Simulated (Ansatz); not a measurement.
# C2H6B with multiplicity 2: rotation by 120° about the C2–C3 bond, part 2 of 2

Wanted: the energy profile along the rotation by 120° about the C2–C3 bond, from relaxed end points and a band of images. SMILES of the start: [BH]CC.

Ansatz 0.2.0; UKS CAM-B3LYP/6-31G*.

### Step 6. Frequencies at the highest image

The geometry is the highest inner image of the first converged band.

Input file input.yaml:

```yaml
crystal:
  periodic: [false, false, false]
  atoms:
    - { symbol: B, position_ang: [-1.386637, 0.815947, -0.358375] }
    - { symbol: C, position_ang: [0.057867, 0.269673, -0.381393] }
    - { symbol: C, position_ang: [0.506488, -0.740712, 0.694948] }
    - { symbol: H, position_ang: [-1.889707, 1.542445, -1.166782] }
    - { symbol: H, position_ang: [0.260366, -0.109712, -1.394367] }
    - { symbol: H, position_ang: [0.669695, 1.189089, -0.334429] }
    - { symbol: H, position_ang: [1.300555, -0.333786, 1.327251] }
    - { symbol: H, position_ang: [0.892455, -1.659788, 0.245221] }
    - { symbol: H, position_ang: [-0.322482, -1.019354, 1.350826] }
magnetization:
  spin_polarized: true
  initial_magnetization: 1
basis:
  gaussian: { orbitals: "6-31G*" }
hamiltonian:
  xc: cam_b3lyp
phonons: {}
```

Command:

```console
ansatz run input.yaml --threads 1 --pin off --max-ram 2048MiB --backend cpu --events-out ev --progress --plain --runs-dir out
```

Standard output (excerpt; [...] marks lines left out):

```text
Warning: RAYON_NUM_THREADS=1 ignored (pool sized by the plan → 1); use --threads N
[...]
Functional definition: CAM-B3LYP
[...]
697 factors; integrals over basis functions are off by at most 3.6e-4 eV
246 factors; integrals over basis functions are off by at most 7.4e-7 eV
[...]
mean field -2843.52548318 eV, -104.4976340961 hartree, gradient 4.5e-5 eV, S^2 0.751052; 2 other end points of the search recorded, 0 dependent functions left out
[...]
reference -2843.52557447 eV, -104.4976374509 hartree; 12, 11 occupied and 45, 46 virtual orbitals, 697 factors
[...]
697 factors; integrals over basis functions are off by at most 3.6e-4 eV
246 factors; integrals over basis functions are off by at most 7.4e-7 eV
mean field -2843.52534582 eV, -104.4976290483 hartree, gradient 1.8e-6 eV, S^2 0.751055; 0 other end points of the search recorded, 0 dependent functions left out
[...]
reference -2843.52543711 eV, -104.4976324031 hartree; 12, 11 occupied and 45, 46 virtual orbitals, 697 factors
[...]
WARN: phonons: modes at or below zero, which the zero-point energy, F, S and C_V leave out: 1, the lowest at -239.05 cm⁻¹. A minimum has none, and a first-order saddle one
[...]
Atom 0 at    -1.386637     0.815947    -0.358375 Å, force    -0.020441    -0.025991    -0.009128 eV/Å
Atom 1 at     0.057867     0.269673    -0.381393 Å, force     0.018758     0.049528     0.044194 eV/Å
Atom 2 at     0.506488    -0.740712     0.694948 Å, force    -0.020135     0.009143    -0.014937 eV/Å
Atom 3 at    -1.889707     1.542445    -1.166782 Å, force     0.014510    -0.001420     0.005449 eV/Å
Atom 4 at     0.260366    -0.109712    -1.394367 Å, force    -0.009027    -0.002830    -0.017681 eV/Å
Atom 5 at     0.669695     1.189089    -0.334429 Å, force     0.011707    -0.024641    -0.012771 eV/Å
Atom 6 at     1.300555    -0.333786     1.327251 Å, force    -0.000692     0.002090    -0.000699 eV/Å
Atom 7 at     0.892455    -1.659788     0.245221 Å, force     0.002787     0.000011    -0.000311 eV/Å
Atom 8 at    -0.322482    -1.019354     1.350826 Å, force     0.002532    -0.005889     0.005884 eV/Å
Dipole moment:     0.200470    -0.017826    -0.075031 e Å
Vibrations: -239.05 254.30 360.04 475.91 766.75 942.50 983.36 1067.69 1099.24 1227.18 1318.83 1437.64 1465.62 1539.17 1546.55 2663.47 2999.01 3050.92 3085.69 3153.35 3155.95 cm⁻¹, zero-point energy 2.020518 eV
```

Wall time 4 min (1 thread of AMD EPYC (Zen 3), shared host); peak memory 0.15 GiB.

Of 21 modes, 1 is imaginary by more than 30 cm⁻¹ (239i cm⁻¹).

### Step 7. The band again, with other settings

crystal.atoms is end A as relaxed above, and neb.final_atoms is end B, turned to lie on A. With 7 inner images the band has 9 in all.

Input file input.yaml:

```yaml
crystal:
  periodic: [false, false, false]
  atoms:
    - { symbol: B, position_ang: [-1.425908, 0.519328, -0.61891] }
    - { symbol: C, position_ang: [0.079769, 0.351127, -0.306839] }
    - { symbol: C, position_ang: [0.503997, -0.731445, 0.689876] }
    - { symbol: H, position_ang: [-1.915272, 1.309839, -1.373468] }
    - { symbol: H, position_ang: [0.584094, 0.203493, -1.276959] }
    - { symbol: H, position_ang: [0.436704, 1.341865, 0.023036] }
    - { symbol: H, position_ang: [1.589791, -0.752152, 0.828776] }
    - { symbol: H, position_ang: [0.191252, -1.722712, 0.34886] }
    - { symbol: H, position_ang: [0.044172, -0.565542, 1.668529] }
magnetization:
  spin_polarized: true
  initial_magnetization: 1
basis:
  gaussian: { orbitals: "6-31G*" }
hamiltonian:
  xc: cam_b3lyp
neb:
  order_check: false
  images: 7
  f_tol: 0.05
  max_iterations: 46
  initial_path: linear
  final_atoms:
    - { symbol: B, position_ang: [-1.29985821, 0.96220541, -0.26327487] }
    - { symbol: C, position_ang: [0.03682477, 0.20049049, -0.42786455] }
    - { symbol: C, position_ang: [0.51328934, -0.69920162, 0.71660235] }
    - { symbol: H, position_ang: [-1.808056, 1.6924127, -1.06406804] }
    - { symbol: H, position_ang: [-0.04617584, -0.3756048, -1.36544295] }
    - { symbol: H, position_ang: [0.7968145, 0.96627277, -0.66095712] }
    - { symbol: H, position_ang: [0.6431433, -0.1251445, 1.63869255] }
    - { symbol: H, position_ang: [1.4686765, -1.18039943, 0.48378181] }
    - { symbol: H, position_ang: [-0.21605936, -1.48723003, 0.92543183] }
```

Command:

```console
ansatz run input.yaml --threads 1 --pin off --max-ram 2048MiB --backend cpu --events-out ev --progress --plain --runs-dir out
```

Standard output (excerpt; [...] marks lines left out):

```text
Warning: RAYON_NUM_THREADS=1 ignored (pool sized by the plan → 1); use --threads N
[...]
[... 1 set-up line as earlier in the session ...]
[...]
695 factors; integrals over basis functions are off by at most 3.9e-4 eV
246 factors; integrals over basis functions are off by at most 7.6e-7 eV
[...]
mean field -2843.62711400 eV, -104.5013689597 hartree, gradient 4.6e-5 eV, S^2 0.751042; 2 other end points of the search recorded, 0 dependent functions left out
[...]
reference -2843.62720440 eV, -104.5013722821 hartree; 12, 11 occupied and 45, 46 virtual orbitals, 695 factors
695 factors; integrals over basis functions are off by at most 3.8e-4 eV
246 factors; integrals over basis functions are off by at most 7.5e-7 eV
[...]
mean field -2843.62711182 eV, -104.5013688796 hartree, gradient 4.6e-5 eV, S^2 0.751041; 2 other end points of the search recorded, 0 dependent functions left out
[...]
Total energy: -2843.52684622 eV, -104.4976841867 hartree
Atom 0 at    -1.350753     0.900018    -0.293409 Å, force     0.010597    -0.006392    -0.001098 eV/Å
Atom 1 at     0.060367     0.275047    -0.374492 Å, force     0.001828     0.022908    -0.024943 eV/Å
Atom 2 at     0.485385    -0.782959     0.663951 Å, force    -0.032730     0.024323    -0.010616 eV/Å
Atom 3 at    -1.804516     1.723573    -1.034930 Å, force    -0.001189    -0.000709     0.002293 eV/Å
Atom 4 at     0.151214    -0.117371    -1.401692 Å, force    -0.000178     0.002360     0.020351 eV/Å
Atom 5 at     0.757682     1.130395    -0.378150 Å, force    -0.009321    -0.019104     0.003646 eV/Å
Atom 6 at     1.361467    -0.460055     1.231770 Å, force     0.022891     0.005632     0.015797 eV/Å
Atom 7 at     0.742501    -1.732559     0.188178 Å, force     0.007711    -0.025501    -0.009532 eV/Å
Atom 8 at    -0.314746    -0.982289     1.381675 Å, force     0.000390    -0.003518     0.004101 eV/Å
Dipole moment:     0.196518    -0.027998    -0.083327 e Å
this run last wrote the band of iteration 5 to <dir>
```

Run time: 4.3 min. Hardware: 1 thread of AMD EPYC (Zen 3), shared host; peak memory 0.16 GiB.

### Step 8. The band, image by image

Images 0 and 8 are the ends. Energies count from image 0; the path length is the program's own measure over all atoms.

| image | path (Å) | energy (eV) | dihedral B1–C2–C3–H8 (°) | band force (eV/Å) |
| --- | --- | --- | --- | --- |
| 0 | 0.000 | 0.0000 | 60 | - |
| 1 | 0.363 | 0.0144 | 75 | 0.013 |
| 2 | 0.726 | 0.0497 | 90 | 0.028 |
| 3 | 1.089 | 0.0854 | 105 | 0.032 |
| 4* | 1.452 | 0.1004 | 120 | 0.033 |
| 5 | 1.814 | 0.0856 | 135 | 0.031 |
| 6 | 2.176 | 0.0500 | 150 | 0.027 |
| 7 | 2.538 | 0.0147 | 165 | 0.013 |
| 8 | 2.900 | 0.0000 | -180 | - |

The star marks the climbing image.

image, energy (eV) and a bar:
```
        0      0.000 
        1      0.014 ####
        2      0.050 ###############
        3      0.085 ##########################
        4      0.100 ##############################
        5      0.086 ##########################
        6      0.050 ###############
        7      0.015 ####
        8      0.000
```

### Step 9. Outcome

What follows sums up all 2 parts.

| quantity | value |
| --- | --- |
| end A | 9 moves, 0.382 eV lower |
| end B | 9 moves, 0.384 eV lower |
| first band: barrier forwards | 0.10 eV |
| first band: barrier backwards | 0.10 eV |
| first band: second end relative to first | 0.000 eV |
| first band: highest image | 4 of 0 to 8, climbing |
| first band: band iterations | 10 |
| imaginary modes at the top | 239i cm⁻¹ |
| second band | top 0.100 eV above image 0, 5 iterations, 7 inner images |
| time, first and second band | 7.9 min and 4.3 min |

In the first band: the barrier from the first end is 0.10 eV, 4 times kT at 300 K; with a typical attempt rate of 10^13 per second that is roughly 10^11 events a second. The two ends lie within 1 meV of each other. The listed dihedral goes from 60° at end A through 124° at the highest image to -180° at end B. One imaginary mode, as a first-order saddle point has. The second band's top lies 1 meV below the first's, so the changed settings hardly move the height. These are electronic energies, with no zero-point or thermal terms.
